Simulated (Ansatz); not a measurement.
# Cost against result

Saddle point of CH₇ClSi, singlet (SiH₃Cl ([SiH3][Cl]) + CH₄ → CH₅ClSi ([CH3][SiH2][Cl]) + H₂; bonds formed: Si1–C7, H2–H6; bonds broken: Si1–H2, H6–C7), PBE0-D4/def2-TZVP structure:

```json
{"atom": "Si1", "x (Å)": "-0.9173", "y (Å)": "0.4086", "z (Å)": "-0.0750"}
{"atom": "H2", "x (Å)": "-1.1111", "y (Å)": "-1.0109", "z (Å)": "-0.8978"}
{"atom": "H3", "x (Å)": "-1.1435", "y (Å)": "1.1173", "z (Å)": "-1.3480"}
{"atom": "H4", "x (Å)": "-1.8742", "y (Å)": "-0.1005", "z (Å)": "0.9245"}
{"atom": "Cl5", "x (Å)": "-0.2864", "y (Å)": "2.1354", "z (Å)": "1.0536"}
{"atom": "H6", "x (Å)": "0.0109", "y (Å)": "-0.8743", "z (Å)": "-0.4641"}
{"atom": "C7", "x (Å)": "1.0702", "y (Å)": "-0.3976", "z (Å)": "0.1301"}
{"atom": "H8", "x (Å)": "1.6098", "y (Å)": "0.4378", "z (Å)": "-0.3087"}
{"atom": "H9", "x (Å)": "1.5193", "y (Å)": "-1.3330", "z (Å)": "-0.2308"}
{"atom": "H10", "x (Å)": "1.1225", "y (Å)": "-0.3829", "z (Å)": "1.2159"}
```

Barriers are electronic and count from the start structure reached by relaxing down the imaginary mode.

Program: Ansatz 0.2.0. Basis: as named in each row. Cores are frozen in the correlated methods. B3LYP uses VWN-RPA correlation. Extrapolation: Hartree–Fock as exp(−7.88 √X), correlation as X^−2.97.

Times are rough, for one single point on 4 threads of a shared host (Arm Neoverse V2).

The estimate by CCSD(T) at an estimated basis limit (MP2 extrapolated from triple and quadruple zeta, plus CCSD(T) − MP2 in triple zeta) is 3.096 eV.

| method | basis | time (s) | barrier (eV) | method less estimate |
| --- | --- | --- | --- | --- |
| HF | STO-3G | under 1 | 6.518 | 3.423 |
| PBE-D4 | STO-3G | under 1 | 4.482 | 1.387 |
| SPW92 | def2-SVP | under 1 | 2.319 | -0.777 |
| B3LYP-D4 | 6-31G | under 1 | 3.639 | 0.543 |
| PBE-D4 | def2-SVP | under 1 | 2.707 | -0.388 |
| PBE0-D4 | def2-SVP | under 1 | 2.901 | -0.195 |
| SPW92 | def2-TZVPP | under 1 | 2.245 | -0.850 |
| CCSD(T) | def2-SVP | 1 | 3.432 | 0.337 |
| PBE-D4 | def2-TZVPP | 1 | 2.647 | -0.449 |
| BLYP-D4 | def2-TZVPP | 1 | 2.945 | -0.150 |
| BHLYP-D4 | def2-TZVPP | 1 | 3.294 | 0.198 |
| B3LYP-D4 | def2-TZVPP | 2 | 3.068 | -0.028 |
| PBE0-D4 | def2-TZVPP | 2 | 2.826 | -0.269 |
| CAM-B3LYP-D4 | def2-TZVPP | 2 | 3.138 | 0.042 |
| wB97M-V | def2-SVP | 2 | 3.075 | -0.021 |
| r2SCAN-D4 | def2-TZVPP | 2 | 2.804 | -0.291 |
| RPA on PBE | def2-TZVPP | 2 | 3.192 | 0.097 |
| r2SCAN0-D4 | def2-TZVPP | 3 | 2.926 | -0.170 |
| B2PLYP | def2-TZVPP | 3 | 3.168 | 0.072 |
| PBE-QIDH | def2-TZVPP | 3 | 3.007 | -0.089 |
| wB97X-V | def2-TZVPP | 4 | 3.091 | -0.005 |
| wB97M-V | def2-TZVPP | 5 | 3.021 | -0.074 |
| B97M-V | def2-TZVPP | 5 | 2.929 | -0.167 |
| MP2 | def2-QZVPP | 10 | 3.058 | -0.038 |
| CCSD(T) | def2-TZVPP | 29 | 3.154 | 0.059 |

All methods are single points on the PBE0-D4 structures.

T1 diagnostic: at most 0.011.

Labels in which every atom is bracketed show which atoms are joined, not bond orders.
